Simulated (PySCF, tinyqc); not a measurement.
Inside a calculation. Method: CID on RHF in the sto-3g basis, frozen core, for OH-, spin multiplicity 1. The basis has no diffuse functions, so it cannot describe the extra electron: this is an exercise in the method, not the real anion. The lowest restricted solution is unstable here: a spin-polarised one lies 0.0013 hartree lower (PySCF). One step of it, computed by the program tinyqc.

Problem. Orthogonalisation. S = U s U^T; symmetric (Loewdin) form X = U s^(-1/2) U^T, so that X^T S X = 1.

overlap S, lower triangle:
```
           1O 1s     1O 2s    1O 2px    1O 2py    1O 2pz     2H 1s
1O 1s   1.000000
1O 2s   0.236704  1.000000
1O 2px  0.000000  0.000000  1.000000
1O 2py  0.000000  0.000000  0.000000  1.000000
1O 2pz  0.000000  0.000000  0.000000  0.000000  1.000000
2H 1s   0.014304  0.187362  0.000000  0.000000  0.187534  1.000000
```

Give: eigenvalues of S; X.

Solution.

eigenvalues of S: 0.6782  0.8577  1.0000  1.0000  1.1282  1.3359

X, lower triangle:
```
          1O 1s    1O 2s  1O 2px  1O 2py   1O 2pz   2H 1s
1O 1s    1.0222
1O 2s   -0.1245   1.0366
1O 2px   0.0000   0.0000  1.0000
1O 2py   0.0000   0.0000  0.0000  1.0000
1O 2pz  -0.0018   0.0143  0.0000  0.0000   1.0139
2H 1s    0.0105  -0.1003  0.0000  0.0000  -0.0982  1.0280
```
